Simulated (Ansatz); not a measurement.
# BSi (doublet): wave-function methods side by side at distance Si1–B2 = 1.542 Å, cc-pVDZ

How much of the correlation energy of BSi (doublet) does each wave-function method recover here?

Computed with Ansatz 0.2.0, Gaussian basis. Level: cc-pVDZ, core rule «outside noble gas», up to 6 orbitals frozen.

The runs, in order: UHF; CCSD(T) on ROHF; CCSD(T) on UHF; BCCD(T) on ROHF; CISD; CCSDT(Q) on ROHF; CCSDT(Q) on UHF; CASSCF and MRCISD+Q, 3 electrons in 3 orbitals; CASSCF and NEVPT2, 3 electrons in 3 orbitals; CASSCF and MRCISD+Q, 7 electrons in 8 orbitals; CASSCF and NEVPT2, 7 electrons in 8 orbitals; Full CI.

26 further runs of the same task are left out: 5 for a known fault of the program, 17 that didn't finish, 4 set aside as unsound or not needed.

### 1 The geometry

The geometry derives from a PBE0/def2-TZVP stationary point (not a proven minimum). One bond is set to the value named and the two fragments are kept rigid.

2 atoms, charge 0, spin multiplicity 2.

Atoms are counted from 1 here; the program's logs count them from 0.

Bond lengths: Si1–B2 1.542 Å.

### 2 UHF

Input file in.yaml:

```yaml
crystal:
  periodic: [false, false, false]
  atoms:
    - {symbol: Si, position_ang: [0.000000, 0.000000, 0.000000]}
    - {symbol: B, position_ang: [0.000000, 0.000000, 1.542000]}
basis:
  gaussian: {orbitals: cc-pVDZ}
magnetization: {spin_polarized: true, initial_magnetization: 1}
hamiltonian: {xc: hf}
output: {orbitals: {seedname: orbitals}}
```

On the command line:

```sh
$ ansatz run in.yaml --threads 1 --pin off --events-out ev --progress --plain --max-ram 2393MiB
```

The runs that follow: CCSD(T) on ROHF; CCSD(T) on UHF; BCCD(T) on ROHF; CISD; CCSDT(Q) on ROHF; CCSDT(Q) on UHF; CASSCF and MRCISD+Q, 3 electrons in 3 orbitals; CASSCF and NEVPT2, 3 electrons in 3 orbitals; CASSCF and MRCISD+Q, 7 electrons in 8 orbitals; CASSCF and NEVPT2, 7 electrons in 8 orbitals; Full CI.

Before running them: what should the planned runs give, taken together? Wanted: FCI below the RHF energy; RMP2 from FCI; UMP2 from FCI; RCCSD from FCI; RCCSD(T) from FCI; UCCSD(T) from FCI; RCCSDT(Q) from FCI; UCCSDT(Q) from FCI; NEVPT2 pair from FCI.

As calculated:

| quantity | value |
| --- | --- |
| FCI below the RHF energy | -5.1597 eV |
| RMP2 from FCI | +29.44 kcal/mol |
| UMP2 from FCI | +29.60 kcal/mol |
| RCCSD from FCI | +9.66 kcal/mol |
| RCCSD(T) from FCI | +1.68 kcal/mol |
| UCCSD(T) from FCI | +1.76 kcal/mol |
| RCCSDT(Q) from FCI | +0.08 kcal/mol |
| UCCSDT(Q) from FCI | -0.13 kcal/mol |
| NEVPT2 pair from FCI | +24.40 kcal/mol |
| MRCISD+Q pair from FCI | +2.11 kcal/mol |
| NEVPT2 valence from FCI | +12.44 kcal/mol |
| levels within 1 kcal/mol (43 meV) | RCCSDT, UCCSDT, RCCSDT(Q), UCCSDT(Q), MRCISD+Q valence |
| T1 diagnostic | 0.065 |
| effectively unpaired electrons | 1.37 |

RCCSD(T) misses by +1.68 kcal/mol, 1.4 % of the correlation energy. UCCSDT(Q), MRCISD+Q valence fall below full CI: unrestricted runs freeze a spin-polarised core, another one than full CI's, and coupled cluster isn't variational. The occupations show some static correlation. Of the multireference levels listed MRCISD+Q valence comes nearest in total energy (-0.11 kcal/mol), which doesn't show that its space is the better one. Coupled cluster took another determinant than the lowest Hartree-Fock one. These misses are within one basis, not against nature; the frozen cores of restricted and unrestricted runs differ, which can shift their rows.
